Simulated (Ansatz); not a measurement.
# C2H3Si: the cost of one run

Program: Ansatz 0.2.0. Level of theory: UKS PBE0-D4/def2-SVPD. These are calculated values, not measurements.

## Step 1: Starting geometry

6 atoms, charge -1, spin multiplicity 1.

Atoms are counted from 1 here; the program's logs count them from 0.

Bond lengths: C1–C2 1.476 Å, C1–H4 1.121 Å, C1–H5 1.121 Å, C1–H6 1.121 Å, C2–Si3 1.664 Å. Angles: C2–C1–H4 113.4°, C2–C1–H5 113.3°, C2–C1–H6 113.3°, H4–C1–H5 105.3°, H4–C1–H6 105.3°, H5–C1–H6 105.3°, C1–C2–Si3 179.9°.

Geometry (Å):

```tsv
atom	x (Å)	y (Å)	z (Å)
C1	-0.30334	0.37764	-0.25466
C2	0.51382	-0.64192	0.43167
Si3	1.43708	-1.78981	1.20657
H4	-1.18831	-0.05029	-0.79312
H5	0.26495	0.95395	-1.03000
H6	-0.72419	1.15042	0.43955
```

This geometry comes from a loose relaxation at PBE in a small basis, which is not shown.

## Step 5: The grid

First coordinate, normal mode 4 (992 cm⁻¹, of the parent): 15 values from −0.354 amu½·Å. Second coordinate, normal mode 5 (992 cm⁻¹, of the parent): 15 values from −0.354 amu½·Å.

Nothing else is relaxed (straight displacements along the two mass-weighted modes). Energies count from the ion of charge +0 at the geometry of the relaxed parent of charge -1. Points are written as (first, second).

The modes come from a phonon run on the reference cell, made beforehand.

The patterns, per unit of each coordinate (Å):

```tsv
atom	x1	y1	z1	x2	y2	z2
C1	0.079	0.091	0.041	0.071	-0.014	-0.105
C2	-0.052	-0.060	-0.027	-0.047	0.009	0.070
Si3	0.002	0.002	0.001	0.002	0.000	-0.003
H4	0.261	-0.525	0.246	-0.148	0.029	0.219
H5	-0.285	0.042	-0.267	-0.356	0.431	-0.094
H6	-0.349	0.054	-0.173	0.170	-0.394	0.370
```

(The set-up runs are not shown.)

## Step 6: Point (−0.152 amu½·Å, 0.152 amu½·Å)

input.yaml reads:

```yaml
crystal:
  periodic: [false, false, false]
  atoms:
    - { symbol: C, position_ang: [-0.304845, 0.362393, -0.277123] }
    - { symbol: C, position_ang: [0.512687, -0.627486, 0.444498] }
    - { symbol: Si, position_ang: [1.424103, -1.775462, 1.195353] }
    - { symbol: H, position_ang: [-1.240662, 0.031456, -0.790308] }
    - { symbol: H, position_ang: [0.253867, 1.005168, -0.996111] }
    - { symbol: H, position_ang: [-0.63962, 1.073323, 0.520149] }
magnetization:
  spin_polarized: true
  initial_magnetization: 1
basis:
  gaussian: { orbitals: def2-SVPD }
hamiltonian:
  xc: pbe0
  dispersion: d4
output:
  forces: true
```

On the command line:

```console
$ ansatz run input.yaml --threads 1 --pin off --max-ram 2560MiB --backend cpu --events-out ev --progress --plain --runs-dir out
```

**Question.** How long does this run take on 1 thread of Arm Neoverse V2, shared host, and how much memory does it need?

About 12 s, with a peak of 0.22 GiB.
